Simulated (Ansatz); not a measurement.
# Silver, fcc: convergence with the k-point mesh

Computed with Ansatz, LDA, scalar-relativistic PAW, on the relaxed cell (a = 3.999 Å; spin not included). Errors count from a run at 420 eV on a Γ-centred 22×22×22 mesh with Fermi-Dirac smearing of 0.1 eV, extrapolated to zero width. Fixed here: cutoff 420 eV, Fermi-Dirac width 0.1 eV. The SCF starts from atomic densities corrected by a trained network.

| k-mesh | E(σ→0) error (meV/atom) | P (GPa) | SCF iterations |
| --- | --- | --- | --- |
| 2×2×2 | 2227.6 | 30.57 | 6 |
| 4×4×4 | 190.7 | 1.76 | 6 |
| 5×5×5 | -126.1 | -0.78 | 6 |
| 7×7×7 | -52.4 | -0.19 | 6 |
| 8×8×8 | 36.5 | 0.91 | 6 |
| 11×11×11 | -3.4 | -0.07 | 6 |
| 14×14×14 | 2.3 | 0.19 | 6 |
| 20×20×20 | -0.1 | 0.22 | 6 |

Within 5 meV/atom of the last row: from 11×11×11 on.
